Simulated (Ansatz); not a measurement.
Trigonal Te, treated with PBEsol+SOC (plane waves, PAW; Ansatz, a first-principles code).

Settings: plane-wave cutoff 520 eV, 12×12×6 k mesh (along the axes of the cell as run), Fermi–Dirac smearing 0.01 eV, PAW data made under PBE.

Properties against volume:

Shape and atoms are relaxed at each volume.

```json
[
 {"V (Å³/atom)": "30.874", "P (GPa)": "1.54", "a (Å)": "4.228"},
 {"V (Å³/atom)": "31.517", "P (GPa)": "0.70", "a (Å)": "4.272"},
 {"V (Å³/atom)": "32.160", "P (GPa)": "0.00", "a (Å)": "4.315"},
 {"V (Å³/atom)": "32.803", "P (GPa)": "-0.58", "a (Å)": "4.358"},
 {"V (Å³/atom)": "33.446", "P (GPa)": "-1.07", "a (Å)": "4.401"}
]
```

Note: the cell comes from a level without a dispersion term, which matters for the spacing of layers, chains or molecules; the gap of the solid is closed in this run; this level leaves the solid without a gap, although one is measured; the bulk modulus comes from volumes at which shape and atoms were relaxed.
